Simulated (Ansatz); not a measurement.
The same path of H$_{5}$NSi$_{2}$ (8 atoms, charge 0, multiplicity 1) was run twice with different band settings. The coordinate that changes most is the angle H4–N1–Si2.

These are results of Ansatz 0.2.0, RKS r2SCAN-D4/cc-pVDZ, not measurements.

Relaxed end points:

```xyz
8
Properties=species:S:1:pos:R:3
N -1.497 0.929 -1.571
Si -0.101 0.828 -0.727
Si 0.603 -0.718 0.911
H -2.183 0.196 -1.354
H 0.896 1.897 -1.048
H 0.908 0.004 2.190
H 1.850 -1.410 0.450
H -0.476 -1.727 1.148
```

```xyz
8
Properties=species:S:1:pos:R:3
N -1.693 0.366 -1.222
Si -0.191 0.693 -0.666
Si 0.659 -0.749 0.967
H -2.043 1.015 -1.939
H 0.721 1.825 -1.085
H 0.983 0.030 2.206
H 1.924 -1.382 0.472
H -0.360 -1.798 1.268
```

Common settings: movable images 5; climbing image yes; spring 5.0 eV/Å²; optimiser quadratic models (default); force threshold 0.05 eV/Å; iteration limit 60; end points relaxed.

| run | start path |
| --- | --- |
| 1 | through a guess of the saddle point |
| 2 | straight line |

(1) What does each run give, and how far can it be trusted?

## Answers

(1) Run 1: converged after 10 iterations, highest image 0.380 eV above the first end. A vibrational analysis at the climbing image gives one clearly imaginary mode, 605i cm⁻¹: a first-order saddle point.
Run 2: converged after 10 iterations, highest image 0.380 eV above the first end. Another band between the same ends (5 images) ends at a top of the same energy, where a vibrational analysis finds 1 clearly imaginary mode.
